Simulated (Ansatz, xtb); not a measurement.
# Relative energy of two conformers of C4H9O+

We compare a, `CC[C+](C)O`, a singlet, with b, `CC[C+](C)O`, a singlet. Both are isolated ions in the gas phase, relaxed with PBE0-D3(BJ)/def2-SVP.

a (Å):

```xyz
14

C    -1.4894   -0.2433    0.1303
C    -0.3449    0.6384   -0.3267
C     0.8012   -0.0240   -0.9555
C     1.8588    0.7226   -1.6528
O     0.8318   -1.2938   -0.8878
H    -2.2622    0.3780    0.6003
H    -1.9486   -0.7732   -0.7162
H    -1.1582   -0.9884    0.8663
H    -0.6571    1.4536   -1.0070
H     0.1132    1.1977    0.5198
H     1.5184    0.8597   -2.6981
H     2.8191    0.1867   -1.6739
H     1.9853    1.7281   -1.2290
H     1.6212   -1.7003   -1.2932
```

b (Å):

```xyz
14

C    -1.3688   -0.3097    0.3249
C    -0.3310   -0.6552   -0.7672
C     0.9318    0.0532   -0.4996
C     1.1525    1.4501   -0.8728
O     1.8961   -0.5228    0.0977
H    -1.0247   -0.6115    1.3240
H    -2.2931   -0.8586    0.1003
H    -1.6049    0.7631    0.3387
H    -0.7128   -0.3327   -1.7488
H    -0.1577   -1.7434   -0.8013
H     1.9577    1.9109   -0.2868
H     1.4631    1.4396   -1.9373
H     0.2200    2.0294   -0.8290
H     1.7317   -1.4649    0.2966
```

Energies in hartree; the thermal terms are from PBE0-D3(BJ)/def2-SVP harmonic frequencies (ideal gas, rigid rotor, one conformer each, 298.15 K, 1 atm) and include the zero-point energy:

|  | a | b |
| --- | --- | --- |
| E, CCSD(T)/def2-SVP | −231.972465 | −231.971564 |
| E, MP2/def2-SVP | −231.891265 | −231.890397 |
| E, MP2/def2-TZVPP | −232.323356 | −232.323213 |
| zero-point energy | 0.125185 | 0.125705 |
| H(298 K) − E | 0.132716 | 0.133270 |
| G(298 K) − E | 0.095317 | 0.095493 |

**Question.** Correct the CCSD(T) difference for the basis set by the MP2 change, then work out ΔE, ΔE₀, ΔH and ΔG for a → b in kJ/mol (1 Eh = 2625.50 kJ/mol) and the equilibrium ratio [b]/[a].

**Answer.** 1. Differences b − a: CCSD(T) +0.000901, MP2 in the small set +0.000868, MP2 in the large set +0.000143 Eh.
2. ΔE = +0.000901 + (+0.000143 − (+0.000868)) = +0.000176 Eh = +0.46 kJ/mol.
3. ΔE₀ = ΔE + ΔZPE = +0.000176 + (+0.000520) Eh = +1.83 kJ/mol.
4. ΔH = ΔE + (+0.000554) Eh = +1.92 kJ/mol.
5. ΔG = ΔE + (+0.000176) Eh = +0.92 kJ/mol, so ΔS = (ΔH − ΔG)/T = +3.3 J/(mol K).
6. kT = 0.9442 mEh, so K = [b]/[a] = exp(−ΔG/kT) = exp(−0.37) ≈ 0.69.

The two are too close for this level to say which is favoured. An error of 4 kJ/mol in ΔG would change K by a factor of 5. Mirror images and further conformers aren't counted.

Other levels gave ΔE = +4.9 (PBE0-D3(BJ)/def2-SVP); +3.1 (HF/def2-SVP); +2.3 (MP2/def2-SVP); +2.4 (CCSD(T)/def2-SVP) kJ/mol. The correlated steps freeze 5 core orbitals. Programs: Ansatz 0.2.0.
